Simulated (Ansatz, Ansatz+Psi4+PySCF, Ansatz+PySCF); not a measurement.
```xyz
8

C     0.9982   -0.5607    0.0000
C     0.0066    0.5811    0.0000
O    -1.2535   -0.0068    0.0000
H     0.1535    1.1971    0.8965
H     0.1535    1.1971   -0.8965
H     2.0128   -0.1565    0.0000
H     0.8628   -1.1793    0.8881
H     0.8628   -1.1793   -0.8881
```

Basis set: cc-pVTZ (spherical functions). Frozen core: 3 orbitals. Correlation on ROHF uses semicanonical orbitals with singles. Charge 0, multiplicity 2.

Computed with Ansatz (development build ahead of 0.2.0); each method stands on the lowest determinant of its kind that the runs found.

Question: Give the atomization energy at this shape (free ground-state atoms in the same class of orbitals less the molecule, no zero-point energy) of doublet C2H5O by ROHF-CCSD(T), ROHF-MP2, ROHF, UHF.

Answer:

```tsv
method	atomization energy
ROHF-CCSD(T)	2844.7 kJ/mol
ROHF-MP2	2859.0 kJ/mol
ROHF	2191.0 kJ/mol
UHF	2164.0 kJ/mol
```

Caution for ROHF-MP2: forces differ strongly between restricted and unrestricted references.
